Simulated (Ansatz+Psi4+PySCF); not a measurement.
The numbers below are computed, except where a source is named.
## PySCF 2.14.0 run

```python
from pyscf import gto, scf, mp

mol = gto.M(atom="""
C 0.000000 0.000000 0.502900
F 0.000000 1.109720 -0.290600
F 0.000000 -1.109720 -0.290600
H -0.908370 0.000000 1.106700
H 0.908370 0.000000 1.106700
""", basis='cc-pvtz', charge=1, spin=1)
mf = scf.UHF(mol)
mf.kernel()
pt = mp.MP2(mf, frozen=3).run()
print(mf.e_tot, pt.e_corr, pt.e_tot)
```

The script is written out from the run's settings.

Output:

```json
{
 "Converged": "yes",
 "Reference energy": "-237.49590 hartree",
 "Correlation energy": "-0.68460 hartree",
 "Total energy": "-238.18050 hartree",
 "Spin squared of the determinant": "0.770"
}
```

Messages of the program:
```
WARN: HOMO -0.374653745379248 >= LUMO -0.374653745379248
WARN: HOMO -0.374653745379248 >= LUMO -0.374653745379248
```

The reference isn't the lowest determinant (another lies 0.37 eV lower), but the same method gives a higher total on the lower determinant. Caution: MP2 on this radical cation hangs on the determinant chosen.
